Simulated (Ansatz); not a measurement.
# Dimethylamine (C₂H₇N): how energies converge with the basis set

Aim: see how fast density functionals and correlated methods converge with the basis set for dimethylamine (C₂H₇N).

Method: one geometry, several basis sets; program: Ansatz 0.2.0, Gaussian basis.

Levels to be run: PBE0-D4/def2-SVP; ωB97M-V/def2-SVP; PBE0-D4/def2-QZVPP; ωB97M-V/def2-QZVPP; CCSD(T)/cc-pV(D+d)Z; CCSD(T)/cc-pV(T+d)Z; CCSD(T)/cc-pV(Q+d)Z; the functionals' def2-TZVPP values are taken from earlier runs.

## Step 1: The geometry

The geometry comes from an earlier relaxation with PBE0-D4 in a triple-zeta def2 set; it is a stationary point, not always the lowest conformer.

SMILES `CNC`, 10 atoms, charge 0, spin multiplicity 1.

Atoms are counted from 1 here; the program's logs count them from 0.

Bond lengths: C1–N2 1.445 Å, C1–H4 1.092 Å, C1–H5 1.094 Å, C1–H6 1.104 Å, N2–C3 1.445 Å, N2–H7 1.011 Å, C3–H8 1.094 Å, C3–H9 1.092 Å, C3–H10 1.104 Å. Angles: N2–C1–H4 110.0°, N2–C1–H5 109.4°, N2–C1–H6 114.0°, H4–C1–H5 107.5°, H4–C1–H6 108.3°, H5–C1–H6 107.3°, C1–N2–C3 112.8°, C1–N2–H7 109.8°, C3–N2–H7 109.8°, N2–C3–H8 109.4°, N2–C3–H9 110.0°, N2–C3–H10 114.0°, H8–C3–H9 107.5°, H8–C3–H10 107.3°, H9–C3–H10 108.3°.

As a file:

```xyz
10

C    -0.85667    0.40725   -0.74884
N    -0.45988   -0.17442    0.51250
C     0.94584   -0.50394    0.55850
H    -1.91057    0.69054   -0.71397
H    -0.74074   -0.33478   -1.54445
H    -0.26838    1.29514   -1.03889
H    -0.68910    0.45693    1.26857
H     1.15834   -1.29475   -0.16711
H     1.20741   -0.88569    1.54746
H     1.61375    0.34371    0.32624
```

## Step 2: PBE0-D4 in def2-SVP

Contents of in.yaml:

```yaml
crystal:
  periodic: [false, false, false]
  atoms:
    - {symbol: C, position_ang: [-0.856665, 0.407255, -0.748840]}
    - {symbol: N, position_ang: [-0.459882, -0.174422, 0.512500]}
    - {symbol: C, position_ang: [0.945843, -0.503940, 0.558500]}
    - {symbol: H, position_ang: [-1.910570, 0.690545, -0.713970]}
    - {symbol: H, position_ang: [-0.740740, -0.334776, -1.544452]}
    - {symbol: H, position_ang: [-0.268381, 1.295141, -1.038887]}
    - {symbol: H, position_ang: [-0.689095, 0.456927, 1.268572]}
    - {symbol: H, position_ang: [1.158336, -1.294752, -0.167110]}
    - {symbol: H, position_ang: [1.207409, -0.885686, 1.547458]}
    - {symbol: H, position_ang: [1.613746, 0.343708, 0.326239]}
basis:
  gaussian: {orbitals: def2-SVP}
hamiltonian: {xc: pbe0, dispersion: d4}
output: {orbitals: {seedname: orbitals}}
```

Command:

```sh
> ansatz run in.yaml --threads 2 --pin off --events-out ev --progress --plain --max-ram 32768MiB --backend cpu
```

Further steps of the session: ωB97M-V in def2-SVP; PBE0-D4 in def2-QZVPP; ωB97M-V in def2-QZVPP; CCSD(T) in cc-pV(D+d)Z; CCSD(T) in cc-pV(T+d)Z; CCSD(T) in cc-pV(Q+d)Z.

Q: Predict the results of all the runs planned. Wanted: MP2 correlation recovered, cc-pV(D+d)Z; MP2 correlation recovered, cc-pV(T+d)Z; MP2 correlation recovered, cc-pV(Q+d)Z; CCSD(T) limit from def2 sets; PBE0-D4: double and triple zeta above quadruple; ωB97M-V: double and triple zeta above quadruple.

**Answer**, as computed:

| quantity | value |
| --- | --- |
| MP2 correlation recovered, cc-pV(D+d)Z | 72.9 % |
| MP2 correlation recovered, cc-pV(T+d)Z | 90.1 % |
| MP2 correlation recovered, cc-pV(Q+d)Z | 95.9 % |
| CCSD(T) limit from def2 sets (earlier runs) less the limit of this series | -8 meV |
| PBE0-D4: double and triple zeta above quadruple | 4.38, 0.23 eV |
| ωB97M-V: double and triple zeta above quadruple | 4.63, 0.23 eV |

What this shows: For PBE0-D4 the step from double to triple zeta gains 4.15 eV and the next only 0.23 eV. Correlation climbs from 73 % (cc-pV(D+d)Z) to 96 % (cc-pV(Q+d)Z) of the limit; Hartree-Fock is 0.080 eV from its own by then. A limit from the def2 sets, made apart, differs by 8 meV, a least measure of the doubt on such a limit. These are total energies; as a rule much of such shifts cancels in differences, which this series doesn't test. The LUMO of ωB97M-V is positive and keeps falling with the basis (3.55 to 1.87 eV): an unbound level that the basis holds in place.
